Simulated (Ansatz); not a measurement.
One change: `FC(F)C1CO1` becomes `FCC1CO1`.

Ansatz, PBE0-D4/def2-TZVP geometries, multiplicity 1. Each molecule was computed in one conformer, which needn't be the lowest.

```csv
property,`FC(F)C1CO1`
HOMO–LUMO gap (PBE0/def2-TZVPP) / eV,9.94
HOMO energy (ωB97M-V/def2-TZVPP) / eV,-10.98
size of the dipole moment (B3LYP/def2-TZVPP) / D,2.22
zero-point energy (PBE0-D4/def2-TZVP) / kJ/mol,187.5
HOMO–LUMO gap (PBE/def2-TZVPP) / eV,7.19
LUMO energy (PBE/def2-TZVPP) / eV,0.39
```

What does the change do to each property? (Estimate.)

The calculation gave: 
```tsv
property	`FCC1CO1`	shift
HOMO–LUMO gap (PBE0/def2-TZVPP) / eV	9.64	-0.30
HOMO energy (ωB97M-V/def2-TZVPP) / eV	-10.68	0.30
size of the dipole moment (B3LYP/def2-TZVPP) / D	0.56	-1.66
zero-point energy (PBE0-D4/def2-TZVP) / kJ/mol	207.6	20.1
HOMO–LUMO gap (PBE/def2-TZVPP) / eV	6.86	-0.33
LUMO energy (PBE/def2-TZVPP) / eV	0.34	-0.05
```

Dipoles are sizes alone; their direction can turn.

B3LYP here is the variant with VWN-RPA as its local correlation; programs differ in this.
